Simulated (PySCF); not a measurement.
# Cl: ionisation energy

Cl [Ne] 3s2 3p5 (2P) → Cl⁺ [Ne] 3s2 3p4 (3P), as a difference of total energies. Computed with PySCF 2.14 in x2c-QZVPPall with one added diffuse shell each of s, p, d, f type (10s7p5d3f1g, 86 functions), with the spin-free X2C one-electron Hamiltonian (Gaussian nucleus). Correlated levels: valence: [Ne] frozen; valence and next inner shell: 1s2 frozen. The calculations carry no spin-orbit coupling.

| method | ionisation energy (eV) |
| --- | --- |
| UHF | 11.746 |
| LDA | 13.186 |
| PBE | 12.952 |
| PBE0 | 12.936 |
| r2SCAN | 12.996 |
| M06 | 12.903 |
| LC-wPBE | 13.037 |
| B2PLYP | 12.907 |
| BHandHLYP | 12.857 |
| ROHF | 11.767 |
| MP2 (valence) | 12.836 |
| SCS-MP2 (valence) | 12.851 |
| MP2 (valence and next inner shell) | 12.846 |
| SCS-MP2 (valence and next inner shell) | 12.858 |

Question: How much does correlation contribute at MP2 (valence and next inner shell)?

Answer: 12.846 − (11.746) = 1.100 eV, measured against UHF.

Errors of the correlated levels include the incompleteness of this basis and the frozen core.

For comparison: 12.974 eV (measured; NIST levels, between the centres of gravity of the two terms).
